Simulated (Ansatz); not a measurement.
Property card for BaNi$_{2}$P$_{2}$

Theory: Ansatz, DFT r2SCAN, scalar-relativistic, plane waves, PAW.

Cutoff 500 eV; k points 12×12×12 on the computed 5-atom cell (Γ-centred); Gaussian smearing, width 0.10 eV; no spin polarisation.

The structure is relaxed at this level of theory with its symmetry kept. Whether it is the stable form of this composition wasn't checked.

```cif
data_structure
_symmetry_space_group_name_H-M 'P 1'
_symmetry_Int_Tables_number 1
_cell_length_a 6.6190
_cell_length_b 6.6190
_cell_length_c 6.6190
_cell_angle_alpha 145.683
_cell_angle_beta 145.683
_cell_angle_gamma 49.318
_cell_volume 91.75
loop_
_atom_site_label
_atom_site_type_symbol
_atom_site_fract_x
_atom_site_fract_y
_atom_site_fract_z
_atom_site_occupancy
Ba1 Ba 0.00000 0.00000 0.00000 1
Ni1 Ni 0.75000 0.25000 0.50000 1
Ni2 Ni 0.25000 0.75000 0.50000 1
P1 P 0.66016 0.66016 0.00000 1
P2 P 0.33984 0.33984 0.00000 1
```

```json
{
 "Space group": "I4/mmm (No. 139)",
 "Volume per atom": "18.35 Å³",
 "Formation energy from the elements' standard states (uncorrected)": "-0.885 eV/atom",
 "Generalised Kohn–Sham band gap": "none (metal)",
 "Density of states at the Fermi level": "3.36 states/eV per cell",
 "Löwdin character within 0.5 eV of the Fermi level": "Ni 3d 42 %, P 3p 38 %, unprojected 15 %",
 "Bulk modulus": "81 GPa",
 "Its pressure derivative": "4.8",
 "Bader charges (e)": "Ba (1 in the cell) 1.31, Ni (2 in the cell) 0.12, P (2 in the cell) -0.78"
}
```

Spin-orbit coupling is left out, which matters for the bands of heavy elements. Spin polarisation was left out, and a magnetic state may lie lower.

A ferromagnetic start lost its moments in a first run, so spin was left out; other magnetic orders weren't tried.

Cost: 6 runs of about 33 core-minutes in all, on Arm Neoverse V2 (shared hosts).